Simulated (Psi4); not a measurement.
# BF (SMILES [B]F): HF/aug-cc-pVDZ (density fitting with cc-pvqz-jkfit, sweep point 5)

We compute a geometry optimisation of BF. 

Program for the calculation: Psi4 1.11.

4 further runs of the same task are left out: 4 set aside as unsound or not needed.

**1. The molecule**

BF: 2 atoms, total charge 0, spin state singlet. As SMILES, `[B]F`. The shape is that of a PBE0-D4/def2-TZVP optimisation. The run starts from this shape.

Bond lengths: B1–F2 1.263 Å.

**2. A geometry optimisation at HF/aug-cc-pVDZ (density fitting with cc-pvqz-jkfit, sweep point 5)**

Input file bf.dat:

```
memory 1.6 GB

molecule molecule1 {
  0 1
  B      0.00000000     0.00000000    -0.01766894
  F      0.00000000     0.00000000     2.36922523
  units au
  symmetry c1
}

set globals {
  basis aug-cc-pVDZ
  puream true
  scf_type df
  df_basis_scf cc-pvqz-jkfit
  g_convergence gau_tight
  geom_maxiter 50
}

optimize("hf")
print_variables()
```

The run is started by

```sh
psi4 bf.dat bf.out -n 1
```

**Question.** What will come out? Wanted: total energy at the end; dipole moment; HOMO energy; LUMO energy; HOMO–LUMO gap; bond length.

Answer, from the run:

Level: HF/aug-cc-pVDZ (density fitting with cc-pvqz-jkfit, sweep point 5).

| quantity | value |
| --- | --- |
| total energy at the end | -124.11504 Eh |
| dipole moment | 0.82 D |
| HOMO energy | -11.08 eV |
| LUMO energy | 1.20 eV |
| HOMO–LUMO gap | 12.28 eV |
| bond length | 1.276 Å |

At the final geometry: Bond lengths: B1–F2 1.276 Å. The optimisation took 4 steps and changed the energy by -0.004 eV.
